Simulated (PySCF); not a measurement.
NaCl, optimised at PBE0/def2-TZVP:

```xyz
2

Na     0.0026    -0.8689     0.7967
Cl    -0.0026     0.8689    -0.7967
```

Computed with PySCF (xtb for GFN2) and rigid-rotor harmonic-oscillator thermochemistry at 1 bar. 6-31G* has spherical d functions here. All species are closed-shell singlets. B3LYP is the form with VWN-RPA correlation.

Problem. List the harmonic frequencies (cm⁻¹, unscaled) at this level and at the other levels, each on its own geometry.

Solution. 
- PBE0/def2-TZVP: 364
- B3LYP/6-31G*: 358
- GFN2-xTB: 314
- HF/6-31G*: 357
- PBE/def2-SVP: 378
